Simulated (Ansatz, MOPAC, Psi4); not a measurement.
Species: acetylene, C$_{2}$H$_{2}$ (charge 0, singlet). SMILES: C#C
Structure (B3LYP-D3(BJ)/def2-TZVP (Ansatz, an electronic-structure program) minimum search):
```xyz
4

C      0.0000     0.0000    -0.5984
C      0.0000     0.0000     0.5984
H      0.0000     0.0000     1.6611
H      0.0000     0.0000    -1.6611
```
Charge 0, spin multiplicity 1.

AM1 beside other levels, property by property. Set-up: six Cartesian d functions in 6-31G* and its kin unless marked 5d; open shells spin-unrestricted; no spin-orbit coupling; each state is the SCF solution reached for its charge and spin; non-relativistic; no dispersion term unless named; frozen cores in correlated levels. CBS marks a two-point X^-3 extrapolation of the correlation energy; Hartree-Fock from the larger set. Ab initio and DFT rows: single points at B3LYP-D3(BJ) geometries (Ansatz), with unscaled harmonic terms from B3LYP/6-31G* at its own minima, enthalpies of formation by atomisation with measured atoms. Semi-empirical rows: MOPAC heats of formation at their own minima for 298 K, the proton's as measured; differences of heats of formation at the shared geometry for vertical values. Sets without +, aug- or the D of def2-TZVPD hold no diffuse functions, which anions need.

Measured values: Active Thermochemical Tables 1.112 (ions: stationary electron), as tabulated in the package chemicals; CCCBDB table in ASE; they hold spin-orbit and core effects, anharmonicity. Coupled cluster (Ansatz) is a level with limits of its own, used here on species with T1 under 0.025 (0.045 for open shells) and stable references: CCSD(T)/CBS(aug-cc-pVTZ,aug-cc-pVQZ).

```json
[
 {"property": "vertical ionisation energy to the doublet (eV)", "AM1 (MOPAC)": "11.36", "HF/6-31G* (Ansatz)": "9.71", "wB97X-D/6-31G* (Psi4)": "11.13", "B3LYP/def2-TZVPD (Ansatz)": "11.38", "to compare with": "11.49 measured"},
 {"property": "enthalpy of formation at 298 K (kcal/mol)", "AM1 (MOPAC)": "54.8", "HF/6-31G* (Ansatz)": "171.6", "wB97X-D/6-31G* (Psi4)": "64.0", "B3LYP/def2-TZVPD (Ansatz)": "57.3", "to compare with": "54.6 measured"},
 {"property": "deprotonation enthalpy (C-H bond) at 298 K, to [C-]#C + H+ (kcal/mol)", "AM1 (MOPAC)": "400.0", "HF/6-31G* (Ansatz)": "396.5", "wB97X-D/6-31G* (Psi4)": "396.9", "B3LYP/def2-TZVPD (Ansatz)": "379.0", "to compare with": "378.0 coupled cluster"}
]
```

As the rows show:
- vertical ionisation energy to the doublet: AM1 lies 0.13 eV below the measured value.
- enthalpy of formation at 298 K: AM1 lies 0.2 kcal/mol above the measured value.
- deprotonation enthalpy (C-H bond) at 298 K, to [C-]#C + H+: AM1 lies 22.0 kcal/mol above coupled cluster.

The properties are those with a value to compare with, at most eight drawn at random. No case is left out for the size of its miss. Left out are saddle points of the reference geometry, anions that the best level run finds unbound, excited spin states, species near biochemistry, cases with under five habitual levels, runs that failed or whose electronic state is in doubt, and table entries that another table contradicts.
